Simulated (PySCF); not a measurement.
**How far each method lies from RCCSDT for GeCl⁺, quintet**

Geometry: that of the GeCl⁺, triplet, kept fixed. The triplet lies 4.3 eV lower here.

```csv
atom,x (Å),y (Å),z (Å)
Ge,0.0000,0.0000,0.0000
Cl,0.0000,0.0000,2.1206
```

Basis cc-pVDZ; PySCF 2.14.0. Only valence electrons are correlated (noble-gas cores and the filled d shells of p-block atoms frozen), which leaves 10 electrons in 26 orbitals. R marks a restricted (for open shells ROHF) determinant, U an unrestricted one. No spin–orbit coupling is included, and no scalar relativity.

Full CI isn't at hand for all of this; RCCSDT serves as the reference. It lacks quadruple excitations, which often exceed the step from CCSD(T) to CCSDT. The frozen core follows each run's orbitals, which can shift R against U totals by a few meV for light atoms and by up to 0.1 eV past Ca.

```
UHF ⟨S²⟩                          : 6.009
T1 diagnostic (ROHF- or RHF-based CCSD)             : 0.0191
largest doubles amplitude (ROHF- or RHF-based CCSD) : 0.052
```

```
   level  E − E(RCCSDT) (kJ/mol)  share of correlation (%)  wall time
     RHF                   431.0                      0.00          –
    RMP2                    69.5                     83.88          –
   RCCSD                     9.6                     97.77          –
RCCSD(T)                     1.5                     99.64     0.78 s
```

The correlation energy at RCCSDT, counted from RHF, is -4.467 eV. That run took 40 s on 1 thread of INTEL XEON PLATINUM 8581C, shared host.

Run but not shown, since their state, orbitals or frozen core can't be matched to the reference's or they repeat it: UHF, UMP2, UCCSD, UCCSD(T).

Times are those of the correlated step on a shared host, with one SCF added for the restricted CCSD run; they ran on 1 thread of INTEL XEON PLATINUM 8581C.
